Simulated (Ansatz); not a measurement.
# Chromium, bcc: convergence with Gaussian smearing

Computed with Ansatz, r²SCAN, scalar-relativistic PAW, on the relaxed cell (a = 2.830 Å; non-magnetic). Errors count from a run at 500 eV on a Γ-centred 25×25×25 mesh with Fermi-Dirac smearing of 0.05 eV, extrapolated to zero width. Fixed here: cutoff 500 eV, mesh 15×15×15.

```json
{"width (eV)": "0.01", "E(σ→0) error (meV/atom)": "5.6", "F error (meV/atom)": "5.6", "P (GPa)": "-0.17", "SCF iterations": "59"}
{"width (eV)": "0.03", "E(σ→0) error (meV/atom)": "5.6", "F error (meV/atom)": "5.3", "P (GPa)": "-0.06", "SCF iterations": "28"}
{"width (eV)": "0.1", "E(σ→0) error (meV/atom)": "5.4", "F error (meV/atom)": "2.8", "P (GPa)": "-0.01", "SCF iterations": "19"}
{"width (eV)": "0.3", "E(σ→0) error (meV/atom)": "2.6", "F error (meV/atom)": "-13.5", "P (GPa)": "0.06", "SCF iterations": "18"}
{"width (eV)": "0.6", "E(σ→0) error (meV/atom)": "3.8", "F error (meV/atom)": "-60.2", "P (GPa)": "0.61", "SCF iterations": "18"}
{"width (eV)": "1.0", "E(σ→0) error (meV/atom)": "38.5", "F error (meV/atom)": "-190.7", "P (GPa)": "3.42", "SCF iterations": "20"}
```

What does the run at 0.2 give (width)?

E(σ→0) error (meV/atom): 4.1; F error (meV/atom): -4.1; P (GPa): 0.00; SCF iterations: 18.
